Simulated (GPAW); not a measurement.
# BHSCl (SMILES S[B]Cl), step by step

Wanted: a structure relaxation (U-optPBE-vdW/dzp), then the harmonic vibrations (U-optPBE-vdW/dzp) of BHSCl. 

Program for the calculation: GPAW 26.7.0.

1 further run of the same task is left out (set aside as unsound or not needed).

## (1) Starting point

BHSCl has 4 atoms, charge 0, and is taken as a doublet. As SMILES, `S[B]Cl`. The shape is that of a PBE0-D4/def2-TZVP optimisation. The run starts from this shape.

Bond lengths: S1–B2 1.766 Å, B2–Cl3 1.722 Å, S1–H4 1.344 Å. Angles: S1–B2–Cl3 124.8°, B2–S1–H4 96.3°.

## (2) A geometry optimisation at U-optPBE-vdW/dzp (scalar-relativistic datasets) (run 1)

Input file relax.py:

```python
from ase import Atoms
from ase.io import write
from ase.optimize.sciopt import SciPyFminCG
from gpaw import GPAW

# Atomic positions
system = Atoms('SBClH',
    positions=[[  0.566400,  -0.789100,   0.531400],
               [ -0.299600,   0.475700,  -0.345800],
               [ -2.014100,   0.616000,  -0.427300],
               [  1.802900,  -0.362900,   0.221400]])
system.center(vacuum=5.0)
system.set_initial_magnetic_moments([1 / len(system)] * len(system))

# Calculator
calc = GPAW(mode='lcao',
            basis='dzp',
            h=0.22,
            xc={'name': 'optPBE-vdW', 'backend': 'libvdwxc'},
            occupations={'name': 'fermi-dirac', 'width': 0.0, 'fixmagmom': True},
            maxiter=100,
            symmetry='off',
            txt='BClHS.txt')
system.calc = calc

opt = SciPyFminCG(system, trajectory='BClHS.traj')
converged = opt.run(fmax=0.05, steps=100)
print('Converged:', converged)
print(f'Final energy            {system.get_potential_energy():.5f} eV')
print(f'r(H3-S0) = {system.get_distance(3, 0):.4f} Ang')
print(f'r(Cl2-B1): {system.get_distance(2, 1):.4f} Ang')
write('relaxed.xyz', system)
```

Run with:

```bash
OMP_NUM_THREADS=1 python relax.py
```

What it wrote:

```text
Step     Time          Energy          fmax
SciPyFminCG:    0 hh:mm:ss      -33.240554        1.036442
SciPyFminCG:    1 hh:mm:ss      -33.270734        0.424432
SciPyFminCG:    2 hh:mm:ss      -33.277942        0.124610
SciPyFminCG:    3 hh:mm:ss      -33.278868        0.116136
SciPyFminCG:    4 hh:mm:ss      -33.279761        0.040619
Converged: True
Final energy            -33.27976 eV
r(H3-S0) = 1.3745 Ang
r(Cl2-B1): 1.7600 Ang
```

BClHS.txt, cut to the lines that bear on the results:

```text
[...]
Converged in 4 steps
[...]
dipole moment: (0.161397, -0.104679, 0.072049)  # |e|*Ang
[...]
Converged in 6 steps
[...]
Energy contributions relative to reference atoms: (reference = -24094.549023)
Energy contributions:
  Kinetic:          18.083475
  Coulomb:         -17.432285
  Zero:              0.255161
  External:          0.000000
  Xc:              -34.186111
  Entropy:           0.000000
  Spinorbit:         0.000000
  ----------------------------
  Free energy:     -33.279761
  Extrapolated:    -33.279761
dipole moment: (0.161872, -0.104552, 0.072100)  # |e|*Ang
Total magnetic moment: (0.000000, 0.000000, 0.999986)
Local magnetic moments
|        x |        y |        z |
|----------|----------|----------|
| 0.000000 | 0.000000 | 0.035749 |  # S    0
| 0.000000 | 0.000000 | 0.170906 |  # B    1
| 0.000000 | 0.000000 | 0.044283 |  # Cl   2
| 0.000000 | 0.000000 | 0.008739 |  # H    3
Fermi levels: -2.394, -3.663
Eigenvalues  # (at kpt = [0.000, 0.000, 0.000])
| band index |      eig [eV] | occ [0-1] |      eig [eV] | occ [0-1] |
|------------|---------------|-----------|---------------|-----------|
|          0 |       -21.083 |     1.000 |       -20.967 |     1.000 |
|          1 |       -18.774 |     1.000 |       -18.679 |     1.000 |
|          2 |       -12.246 |     1.000 |       -12.002 |     1.000 |
[... 9 lines of this table left out ...]
|         12 |         2.687 |     0.000 |         3.202 |     0.000 |
Gap: 0.459 eV
Transition (v -> c):
[...]
Forces  # eV/Ang
|        x |        y |        z |
|----------|----------|----------|
| -0.01983 |  0.02581 | -0.02431 |  # S    0
| -0.01181 | -0.01163 |  0.02222 |  # B    1
|  0.03696 | -0.00980 | -0.01182 |  # Cl   2
| -0.00156 |  0.00376 | -0.00495 |  # H    3
Force computation time: 0.159  # s
timing:  # [seconds]
  Total:  144.473  # ━━━━━━━━━━━━━━━━━━━━━━━━━━━━━━━━━━━━━━━━━━━━━━━━━━━━━━━━
  Init:     7.624  # ━━━
  SCF:    115.050  # ━━━━━━━━━━━━━━━━━━━━━━━━━━━━━━━━━━━━━━━━━━━━╸
  Forces:   1.273  # ╸
  Move:    20.447  # ━━━━━━━━
```

Wall time 2.4 min (1 thread of Arm Neoverse V1, shared host); peak memory 1.3 GiB.

Step by step:

| step | energy from the first frame kept (eV) | largest force (eV/Å) |
| --- | --- | --- |
| 0 | 0.0000 | 1.0364 |
| 1 | -0.0302 | 0.4244 |
| 2 | -0.0374 | 0.1246 |
| 3 | -0.0383 | 0.1161 |
| 4 | -0.0392 | 0.0406 |

After the run. Bond lengths: S1–B2 1.799 Å, B2–Cl3 1.760 Å, S1–H4 1.375 Å. Angles: S1–B2–Cl3 123.6°, B2–S1–H4 95.3°.

## (3) Vibrational wavenumbers at U-optPBE-vdW/dzp (scalar-relativistic datasets, shape nonlinear) (run 2)

Input file relaxed.xyz:

```xyz
4
Lattice="13.817 0.0 0.0 0.0 11.405100000000001 0.0 0.0 0.0 10.9587" Properties=species:S:1:pos:R:3:initial_magmoms:R:1:magmoms:R:1:forces:R:3 free_energy=-33.279760726739894 energy=-33.279760726739894 dipole="0.1618719800484589 -0.10455242492698738 0.07210048555974632" magmom=0.9999862656032464 pbc="F F F"
S        7.58040545       4.97925590       5.96906642       0.25000000       0.03574877      -0.01982864       0.02580589      -0.02430686
B        6.71638713       6.27833932       5.07287279       0.25000000       0.17090603      -0.01181223      -0.01162676       0.02221819
Cl       4.96274282       6.40695154       4.99629957       0.25000000       0.04428276       0.03696043      -0.00979934      -0.01182421
H        8.84175848       5.42656532       5.65570536       0.25000000       0.00873899      -0.00155862       0.00376122      -0.00494996
```

Input file gs_vib.py:

```python
from ase.io import read
from ase.thermochemistry import IdealGasThermo
from ase.vibrations import Infrared
from gpaw import GPAW

system = read('relaxed.xyz')
system.set_initial_magnetic_moments([1 / len(system)] * len(system))

dft = GPAW(mode='lcao',
           h=0.22,
           occupations={'name': 'fermi-dirac', 'width': 0.0, 'fixmagmom': True},
           xc={'name': 'optPBE-vdW', 'backend': 'libvdwxc'},
           maxiter=100,
           convergence={'density': 1e-05},
           symmetry='off',
           basis='dzp',
           txt='gs.txt')
system.calc = dft

energy = system.get_potential_energy()
vib = Infrared(system, delta=0.015)
vib.run()
vib.summary()
freqs = vib.get_frequencies()
zpe = vib.get_zero_point_energy()
intensities = vib.intensities

thermo = IdealGasThermo(vib_energies=vib.get_energies(), potentialenergy=energy, atoms=system, geometry='nonlinear',
                        symmetrynumber=1, spin=0.5, ignore_imag_modes=True)
H = thermo.get_enthalpy(298.15, verbose=False)
S = thermo.get_entropy(298.15, 100000.0, verbose=False)
G = thermo.get_gibbs_energy(temperature=298.15, pressure=100000.0)
```

Run with:

```bash
python gs_vib.py > gs_vib.log
```

What it wrote:

```text
-------------------------------------
 Mode    Frequency        Intensity
  #    meV     cm^-1   (D/Å)^2 amu^-1
-------------------------------------
  0   10.4i     83.7i     0.0020
  1    2.7i     22.0i     0.0029
  2   12.1      98.0      0.0151
  3   16.1     129.9      0.0061
  4   17.4     140.0      0.0108
  5   21.8     176.1      0.0045
  6   33.5     270.5      0.0055
  7   81.1     653.9      0.2782
  8  105.8     853.3      0.4740
  9  121.0     976.1      6.0734
 10  147.6    1190.5      0.2131
 11  316.1    2549.8      0.0032
-------------------------------------
Zero-point energy: 0.436 eV
Static dipole moment: 0.988 D
Maximum force on atom in `equilibrium`: 0.0402 eV/Å

Enthalpy components at T = 298.15 K:
===============================
Enthalpy components at T = 298.15 K:
===============================
E_pot                -33.280 eV
E_ZPE                  0.403 eV
Cv_trans (0->T)        0.039 eV
Cv_rot (0->T)          0.039 eV
Cv_vib (0->T)          0.019 eV
-------------------------------
U                    -32.781 eV
===============================
(C_v -> C_p)           0.026 eV
-------------------------------
H                    -32.755 eV
===============================

Entropy components at T = 298.15 K and P = 100000.0 Pa:
=================================================
{"":15s}{"S":13s}     {"T*S:13s}
S_trans (1 bar)    0.0016935 eV/K        0.505 eV
S_rot              0.0010355 eV/K        0.309 eV
S_elec             0.0000597 eV/K        0.018 eV
S_vib              0.0000985 eV/K        0.029 eV
S (1 bar -> P)    -0.0000000 eV/K       -0.000 eV
-------------------------------------------------
S                  0.0028873 eV/K        0.861 eV
=================================================

Free energy components at T = 298.15 K and P = 100000.0 Pa:
=======================
    H        -32.755 eV
 -T*S         -0.861 eV
-----------------------
    G        -33.616 eV
=======================
```

gs.txt, cut to the lines that bear on the results:

```text
[...]
dipole moment: (0.161835, -0.105060, 0.071214)  # |e|*Ang
[...]
|iter     |     time |      energy | eigst |  dens |  magmom |
[...]
|iter:   1| 00:10:30 |  -33.279483c|      c|       |  +0.9998|
[...]
|iter:   9| 00:10:51 |  -33.279012c|      c| -5.04c|  +1.0000|
Converged in 9 steps
[...]
Energy contributions relative to reference atoms: (reference = -24094.549023)
Energy contributions:
  Kinetic:          18.166928
  Coulomb:         -17.492290
  Zero:              0.254573
  External:          0.000000
  Xc:              -34.208223
  Entropy:           0.000000
  Spinorbit:         0.000000
  ----------------------------
  Free energy:     -33.279012
  Extrapolated:    -33.279012
dipole moment: (0.161921, -0.104062, 0.072988)  # |e|*Ang
Total magnetic moment: (0.000000, 0.000000, 0.999998)
Local magnetic moments
|        x |        y |        z |
|----------|----------|----------|
| 0.000000 | 0.000000 | 0.035902 |  # S    0
| 0.000000 | 0.000000 | 0.170894 |  # B    1
| 0.000000 | 0.000000 | 0.044236 |  # Cl   2
| 0.000000 | 0.000000 | 0.008699 |  # H    3
Fermi levels: -2.394, -3.663
Eigenvalues  # (at kpt = [0.000, 0.000, 0.000])
| band index |      eig [eV] | occ [0-1] |      eig [eV] | occ [0-1] |
|------------|---------------|-----------|---------------|-----------|
|          0 |       -21.085 |     1.000 |       -20.968 |     1.000 |
|          1 |       -18.782 |     1.000 |       -18.687 |     1.000 |
|          2 |       -12.258 |     1.000 |       -12.015 |     1.000 |
[... 9 lines of this table left out ...]
|         12 |         2.685 |     0.000 |         3.199 |     0.000 |
Gap: 0.459 eV
Transition (v -> c):
[...]
Forces  # eV/Ang
|        x |        y |        z |
|----------|----------|----------|
| -0.10182 | -0.01306 |  0.00609 |  # S    0
|  0.00189 | -0.00323 |  0.02696 |  # B    1
|  0.03985 | -0.01492 | -0.01493 |  # Cl   2
|  0.05530 |  0.04125 | -0.08943 |  # H    3
Force computation time: 0.158  # s
timing:  # [seconds]
  Total:  651.287  # ━━━━━━━━━━━━━━━━━━━━━━━━━━━━━━━━━━━━━━━━━━━━━━━━━━━━━━━━
  Init:     7.684  # ╸
  SCF:    569.198  # ━━━━━━━━━━━━━━━━━━━━━━━━━━━━━━━━━━━━━━━━━━━━━━━━━
  Forces:   3.970  # ╸
  Move:    70.292  # ━━━━━━
```

Run time: 11 min. Hardware: 1 thread of Arm Neoverse V1, shared host; peak memory 1.3 GiB.

## (4) What came out

```
                                                                                        quantity             value
                 run 1, U-optPBE-vdW/dzp: energy as printed (from the program's reference atoms)       -33.2798 eV
                                                          run 1, U-optPBE-vdW/dzp: dipole moment            0.99 D
                                     run 1, U-optPBE-vdW/dzp: HOMO energy (highest over α and β)          -4.70 eV
                                      run 1, U-optPBE-vdW/dzp: LUMO energy (lowest over α and β)          -2.62 eV
                                             run 2, U-optPBE-vdW/dzp: lowest harmonic wavenumber          270 cm⁻¹
                                            run 2, U-optPBE-vdW/dzp: highest harmonic wavenumber         2550 cm⁻¹
                                                      run 2, U-optPBE-vdW/dzp: zero-point energy       38.8 kJ/mol
run 2, U-optPBE-vdW/dzp: ideal-gas entropy at 298.15 K and 100000 Pa (symmetry number 1 as used)  66.6 cal/(mol K)
```

What this shows: The optimisation (run 1, U-optPBE-vdW/dzp) took 4 steps and changed the energy by -0.039 eV. All 6 modes (run 2, U-optPBE-vdW/dzp) are real, so the shape is a minimum at this level.
